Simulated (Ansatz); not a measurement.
`CC(F)C(=N)O` → `[CH]F` + `CC(=N)O`  (formal loss of a carbene)

Isolated molecules relaxed with PBE0-D4/def2-TZVP in Ansatz; ΔE leaves out vibrations. CBS: MP2 limit from def2 TZ/QZ plus the TZ coupled-cluster correction, frozen cores. This one scheme is used for every species. Functionals use def2-TZVPP. B3LYP here is the variant with VWN-RPA as its local correlation; programs differ in this. Each species was taken in one conformer, which may not be the lowest.

CCSD(T)/CBS gives +3.80 eV.

(1) Another level gave +3.84 eV. Which?
A. SCS-MP2/def2-TZVPP
B. B3LYP/def2-TZVPP
C. MP2/def2-TZVPP
D. PBE0/def2-TZVPP

Largest T1 diagnostic among the species: 0.018.

## Answers

(1) A. SCS-MP2/def2-TZVPP 3.84, MP2/def2-TZVPP 4.02, PBE0 3.96, B3LYP 3.65 eV.

In def2-TZVPP, CCSD(T) changes the Hartree–Fock value by +0.44 eV (the triples alone add +0.04 eV) and MP2 by +0.72 eV. The D4 term adds +0.12 eV with B3LYP and +0.07 eV with PBE0; it sums over pairs of atoms, weighted by their polarisabilities, and B3LYP, whose exchange is more repulsive, gets the larger term. From PBE to PBE0 (25 % exact exchange), in def2-TZVPP and without D4, ΔE moves by +0.09 eV.
